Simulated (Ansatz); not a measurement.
Born–Oppenheimer molecular dynamics of C₃H₄ClF (9 atoms, charge 0, multiplicity 1). It goes on from the last frame of an earlier run, with new velocities.

Theory: Ansatz, RKS r2SCANh/STO-3G.

* ensemble: NVE (velocity Verlet)
* time step: 1 fs
* steps asked: 166
* starting velocities drawn for: 100 K
* seed: 213865

First frame:

```xyz
9
Properties=species:S:1:pos:R:3
C 0.574 0.881 -0.963
C 0.545 -0.071 -0.042
Cl 1.993 -0.963 0.377
C -0.702 -0.463 0.796
F -1.866 0.087 0.255
H -0.372 1.463 -1.132
H 1.417 1.359 -1.444
H -0.912 -1.545 0.796
H -0.590 -0.249 1.912
```

(1) What does the run give?

(2) What happens to the structure?

(3) How do temperature and energy run in time?

Results:

(1) The run went to its last step.

```json
{
  "steps done": "166",
  "time covered": "166 fs",
  "mean temperature over the second half": "218 K",
  "spread of the potential energy over the second half": "6.0 meV per atom",
  "mean potential energy of the second half above the start": "-12.2 meV per atom"
}
```

The conserved energy stayed within 0.64 meV per atom of its start (net change -0.31 meV per atom), so the integration is sound. The system heated up, since it started high on the potential surface and ran downhill. A run of 0.17 ps of so small a system gives no equilibrium averages. Limits of this set-up: minimal basis.

(2) The same pairs are bonded in the first frame and the last. Pairs count as bonded within 1.25 times the sum of covalent radii (0.12 Å more for H–H). Another seed would give other details.

(3) 
```tsv
time (fs)	T (K)	potential energy less start (eV)	conserved less start (meV/atom)
0.0	100	0.000	0.00
8.0	258	-0.146	-0.28
16.0	292	-0.178	-0.49
24.0	214	-0.106	-0.38
32.0	232	-0.122	-0.25
40.0	239	-0.129	-0.32
48.0	244	-0.133	-0.35
56.0	205	-0.098	-0.30
64.0	248	-0.136	-0.28
72.0	229	-0.120	-0.37
80.0	249	-0.137	-0.25
88.0	120	-0.020	-0.24
96.0	324	-0.207	-0.52
104.0	203	-0.095	-0.18
112.0	218	-0.109	-0.33
120.0	209	-0.103	-0.51
128.0	227	-0.117	-0.18
136.0	217	-0.109	-0.33
144.0	185	-0.080	-0.33
152.0	247	-0.136	-0.28
160.0	191	-0.086	-0.43
```

The run took 4.7 min on 1 thread of Arm Neoverse V2, on a shared host, peak memory 0.09 GiB.
